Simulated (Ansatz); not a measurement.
**HF/cc-pVTZ run of [SiH3]− (SMILES [SiH3-])**

What is the vertical ionisation energy of [SiH3]− at HF/cc-pVTZ? 

The results are computed with Ansatz 0.2.0.

2 further runs of the same task are left out: 2 set aside as unsound or not needed.

## Step 1: The structure to begin with

The species is [SiH3]− (4 atoms), meant as a singlet with charge -1. As SMILES, `[SiH3-]`. Geometry: relaxed at PBE0-D4/def2-TZVPD.

Bond lengths: Si1–H2 1.546 Å, Si1–H3 1.546 Å, Si1–H4 1.546 Å. Angles: H2–Si1–H3 94.1°, H2–Si1–H4 94.1°, H3–Si1–H4 94.1°.

## Step 2: The energy at HF/cc-pVTZ

The input, input.yaml:

```yaml
crystal:
  periodic: [false, false, false]
  atoms:
    - symbol: Si
      position_ang: [0.539700, -0.050700, -0.300900]
    - symbol: H
      position_ang: [0.426600, 0.622300, 1.085900]
    - symbol: H
      position_ang: [-0.298500, -1.283700, 0.106800]
    - symbol: H
      position_ang: [-0.667800, 0.712200, -0.891800]
basis:
  gaussian:
    orbitals: cc-pVTZ
total_charge: -1
hamiltonian:
  xc: hf
accuracy: high
output: {orbitals: {seedname: orbitals}}
```

Run with:

```console
$ ansatz run input.yaml --threads 1 --pin off --max-ram 3480MiB --events-out events.jsonl --progress --plain --runs-dir runs
```

The program printed:

```text
Warning: RAYON_NUM_THREADS=1 ignored (pool sized by the plan → 1); use --threads N
Functional definition: HF
  name "HF"
  exchange = exact_x
  correlation = 0
1276 factors; integrals over basis functions are off by at most 3.4e-9 eV
mean field evaluation 1: about -7908.1177 eV, gradient 1.0e1 eV
mean field evaluation 2: about -7908.1205 eV, gradient 1.0e1 eV
mean field evaluation 4: about -7908.7429 eV, gradient 1.0e0 eV
mean field evaluation 8: about -7908.7512 eV, gradient 5.7e-4 eV
mean field -7908.75115880 eV, -290.6412443419 hartree, gradient 2.6e-8 eV, S^2 0.000000; 0 other end points of the search recorded, 0 dependent functions left out
reference -7908.75115880 eV, -290.6412443419 hartree; 9, 9 occupied and 67, 67 virtual orbitals, 1276 factors
Total energy: -7908.75115880 eV, -290.6412443419 hartree
```

Run time: 0.82 s. Hardware: 1 thread of Arm Neoverse V2, shared host; peak memory 0.12 GiB.

## Step 3: Doublet neutral SiH3

The input, molecule.yaml:

```yaml
crystal:
  periodic: [false, false, false]
  atoms:
    - {symbol: Si, position_ang: [0.539700, -0.050700, -0.300900]}
    - {symbol: H, position_ang: [0.426600, 0.622300, 1.085900]}
    - {symbol: H, position_ang: [-0.298500, -1.283700, 0.106800]}
    - {symbol: H, position_ang: [-0.667800, 0.712200, -0.891800]}
basis:
  gaussian:
    orbitals: cc-pVTZ
magnetization:
  spin_polarized: true
  initial_magnetization: 1
hamiltonian:
  xc: hf
accuracy: high
output: {orbitals: {seedname: orbitals}}
```

Run with:

```console
$ ansatz run molecule.yaml --threads 1 --pin off --max-ram 3480MiB --events-out events.jsonl --progress --plain --runs-dir runs
```

The program printed:

```text
Warning: RAYON_NUM_THREADS=1 ignored (pool sized by the plan → 1); use --threads N
[... 4 set-up lines as earlier in the session ...]
1276 factors; integrals over basis functions are off by at most 3.4e-9 eV
mean field evaluation 1: about -7907.2434 eV, gradient 7.6e0 eV
mean field evaluation 2: about -7907.2461 eV, gradient 7.6e0 eV
mean field evaluation 4: about -7908.0167 eV, gradient 9.0e-1 eV
mean field evaluation 8: about -7908.0321 eV, gradient 2.8e-3 eV
mean field -7908.03206389 eV, -290.6148180912 hartree, gradient 8.5e-8 eV, S^2 0.754157; 0 other end points of the search recorded, 0 dependent functions left out
reference -7908.03206389 eV, -290.6148180912 hartree; 9, 8 occupied and 67, 68 virtual orbitals, 1276 factors
Total energy: -7908.03206389 eV, -290.6148180912 hartree
```

It took 1 s on 1 thread of Arm Neoverse V2, shared host; peak memory 0.14 GiB.

## Step 4: Results

Level: HF/cc-pVTZ.

```
                                                              quantity          value
                                         singlet [SiH3]−: total energy  -290.64124 Eh
                                          singlet [SiH3]−: HOMO energy       -1.66 eV
                                          singlet [SiH3]−: LUMO energy        9.51 eV
singlet [SiH3]−: HOMO–LUMO gap (to an unbound level, set by the basis)       11.17 eV
                                    doublet neutral SiH3: total energy  -290.61482 Eh
              doublet neutral SiH3: HOMO energy (highest over α and β)      -10.72 eV
               doublet neutral SiH3: LUMO energy (lowest over α and β)        0.08 eV
                                            doublet neutral SiH3: ⟨S²⟩          0.754
                   vertical detachment energy (to the doublet neutral)       0.719 eV
```

In words: The vertical ionisation energy comes to 0.72 eV (16.6 kcal/mol). The negative HOMO energy of the first species, 1.66 eV, lies 0.94 eV above that difference.
